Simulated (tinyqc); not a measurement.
Born-Oppenheimer dynamics on the RHF/sto-3g surface (energies and gradients from PySCF), for BH, spin multiplicity 1, step by step. Computed by tinyqc, a small Python program that keeps every step (integrals from PySCF). Settings: charge = 0, multiplicity = 1, basis = sto-3g, time step (fs) = 0.5, steps = 24. Command: `OMP_NUM_THREADS=1 python tinyqc.py 30071 30072 out.jsonl` (the two numbers bound the seeds that draw the settings). One thread of a shared host (Intel(R) Xeon(R) Processor @ 2.60GHz), about 1 s of CPU time with the checks.

positions (bohr):
```
          x        y        z
1B  0.00000  0.00000  0.00000
2H  0.00000  0.00000  2.05224
```

The total energy should stay constant up to terms of order dt^2; the step counts as short enough if it moves by less than 2 % of the largest kinetic energy.

Trajectory:
```
time (fs)  1B-2H (angstrom)  potential (hartree)  kinetic (hartree)  total (hartree)
0.00000             1.08600          -24.7426946          0.0002074      -24.7424872
0.50000             1.09215          -24.7437549          0.0012341      -24.7425207
1.00000             1.11019          -24.7464879          0.0038880      -24.7425999
1.50000             1.13796          -24.7496691          0.0069929      -24.7426762
2.00000             1.17240          -24.7520695          0.0093535      -24.7427160
2.50000             1.21020          -24.7529829          0.0102684      -24.7427145
3.00000             1.24820          -24.7523353          0.0096503      -24.7426850
3.50000             1.28368          -24.7505088          0.0078646      -24.7426442
4.00000             1.31444          -24.7480937          0.0054894      -24.7426043
4.50000             1.33882          -24.7456937          0.0031217      -24.7425720
5.00000             1.35564          -24.7438109          0.0012608      -24.7425501
5.50000             1.36415          -24.7427927          0.0002535      -24.7425392
6.00000             1.36398          -24.7428132          0.0002739      -24.7425394
6.50000             1.35515          -24.7438690          0.0013184      -24.7425507
7.00000             1.33802          -24.7457793          0.0032062      -24.7425731
7.50000             1.31336          -24.7481900          0.0055843      -24.7426057
8.00000             1.28238          -24.7505940          0.0079482      -24.7426458
8.50000             1.24676          -24.7523855          0.0096990      -24.7426865
9.00000             1.20872          -24.7529779          0.0102627      -24.7427152
9.50000             1.17099          -24.7520022          0.0092869      -24.7427153
10.00000            1.13675          -24.7495544          0.0068806      -24.7426738
10.50000            1.10930          -24.7463656          0.0037690      -24.7425966
11.00000            1.09168          -24.7436767          0.0011584      -24.7425183
11.50000            1.08602          -24.7426976          0.0002103      -24.7424873
12.00000            1.09302          -24.7438995          0.0013743      -24.7425252
```

Is the time step short enough?

No. The total energy moves within 2.3e-04 hartree; that is over 2 % of the largest kinetic energy, so the time step is too long.
